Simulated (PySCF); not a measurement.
# Computed and published core binding energies of phosphorus pentafluoride

The experiment to reproduce (core binding energies): P 1s of P2 2159.26 eV [1]; P 1s of P2 2159.40 eV [2]; P 1s of P2 2159.40 eV [3]. Sources and the comparison follow the method.

Species: phosphorus pentafluoride, PF5.
Structure used (PBE0-D3(BJ)/def2-SVP), in Å, numbered top down from 1:
```xyz
6
PF5 angstrom
F      1.5621    0.2218   -0.2081
P     -0.0008    0.0166    0.0200
F     -0.2284    1.5609   -0.1246
F      0.2881   -0.5995    1.4332
F     -0.0613   -0.9000   -1.2514
F     -1.5630   -0.1951    0.2480
```

Method used: PySCF 2.14.0, delta-SCF UKS SCAN, pcX-2 on the ionised atom, pcseg-1 elsewhere, spin-free X2C. Each binding energy is the total energy of the core-ionised species, with the hole localised on one atom, minus that of the ground state; both are solved self-consistently, so orbital relaxation is included.

```tsv
atom	environment	level	this calculation (eV)	reference (eV)	difference (eV)	source
P2	phosphorus bonded to 5 F	P 1s	2159.11	2159.26	-0.15	[1]
P2	phosphorus bonded to 5 F	P 1s	2159.11	2159.40	-0.29	[2]
P2	phosphorus bonded to 5 F	P 1s	2159.11	2159.40	-0.29	[3]
P2	phosphorus bonded to 5 F	P 1s	2159.11	2159.50	-0.39	[4]
```

[1] measured, gas; Besley, J. Chem. Theory Comput. 2021, 17, 3644 (DFT calculations of core-electron binding energies at the K-edge of heavier elements)
[2] measured, gas; Cunha, Hait, Kang, Mao, Head-Gordon, J. Phys. Chem. Lett. 2022, 13, 3438 (arXiv:2111.08405)
[3] measured, gas; Zheng, Zhang, Jin, Southworth, Cheng, Phys. Chem. Chem. Phys. 2022, 24, 13587
[4] computed, SFX2C-1e-ΔCCSD(T)/cc-pCVTZ-unc*+ΔHLR, gas; Zheng, Zhang, Jin, Southworth, Cheng, Phys. Chem. Chem. Phys. 2022, 24, 13587

**Question.** How far is it from the measured entries?

**Answer.** Over the 2 different measured values (1 distinct line) the mean signed difference is -0.22 eV, the mean unsigned one 0.22 eV and the largest 0.29 eV; the computed references in the table aren't counted. The calculation is vertical and has no vibrational structure, and measured positions depend on the energy calibration.

**Question.** What does the calculation give for the levels without a reference value here?

**Answer.** F1/F6 F 1s 694.18 eV; P2 P 2p3/2 144.36 eV; F3/F4/F5 F 1s 695.12 eV.

The listed F 1s values span 0.94 eV, from F1/F6 (bonded to P) to F3/F4/F5 (bonded to P). Summing the Pauling electronegativity differences to the bonded atoms, each weighted by its formal bond order, gives -1.79 for the lowest site and -1.79 for the highest; the sum is the same at every site.

Atoms equivalent by their bonding share one computed value, that of the first of them. Spin–orbit coupling isn't in the SCF: each 2p doublet comes from a relaxed spin-free hole plus a matrix of the shell (mean-field spin–orbit coupling and the ground-state 2p splitting), with 2p3/2 averaged over its two sublevels. 2p1/2 minus 2p3/2 (ligand field included): P 0.89 eV. Isolated species at its PBE0-D3(BJ)/def2-SVP geometry, gas phase.

The run took 14 s of wall time on one thread of an Arm Neoverse V2, shared host with 96 logical CPUs at a one-minute load of 47, and the process peaked at 0.52 GiB of memory.
